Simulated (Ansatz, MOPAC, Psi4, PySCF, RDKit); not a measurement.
Noncovalent pair: C2H2 (SMILES C#C) (first 4 atoms) with C2H2 (SMILES C#C); geometry from NCB31 set.
(charge 0, multiplicity 1):
```xyz
8

C     -0.4125     1.6782     0.0000
C      0.4125     2.5616     0.0000
H     -1.1320     0.8908     0.0000
H      1.1347     3.3458     0.0000
C      0.4125    -1.6782     0.0000
C     -0.4125    -2.5616     0.0000
H      1.1320    -0.8908     0.0000
H     -1.1347    -3.3458     0.0000
```

Interaction energies are E(AB) − E(A) − E(B) at the monomers' geometry in the complex; basis-set methods are counterpoise corrected. Rows marked so take none. RDKit's UFF carries no charges.

Frozen-core correlation. Rows in 6-31G* carry no dispersion term and start afresh at each structure (6-31G* with six Cartesian d functions). MP2/6-31G* freezes PySCF's default core. The state reached by PM3 isn't checked.

Programs: Ansatz (Gaussian basis) for Hartree–Fock, density functionals and correlated methods; MOPAC for PM3 (differences of heats of formation); Psi4 for SAPT; PySCF for 6-31G* rows, the dispersion terms; RDKit for the force fields. 

| level | interaction energy (kcal/mol) |
|---|---|
| UFF | -0.46 |
| PM3 | -0.28 |
| HF/6-31G* (no counterpoise) | -0.98 |
| BLYP-D4/def2-TZVPPD | -1.20 |
| r2SCAN-D4/def2-TZVPPD | -1.39 |
| wB97X-V/def2-TZVPPD | -1.42 |
| MP2/6-31G* | … |
| CCSD/aug-cc-pVDZ | -0.97 |
| SAPT0/jun-cc-pV(D+d)Z | … |

Question: Some entries are withheld; supply them.

Answer: 
- MP2/6-31G*, interaction energy (kcal/mol): -0.74
- SAPT0/jun-cc-pV(D+d)Z, interaction energy (kcal/mol): -1.30

Ansatz is a first-principles code.
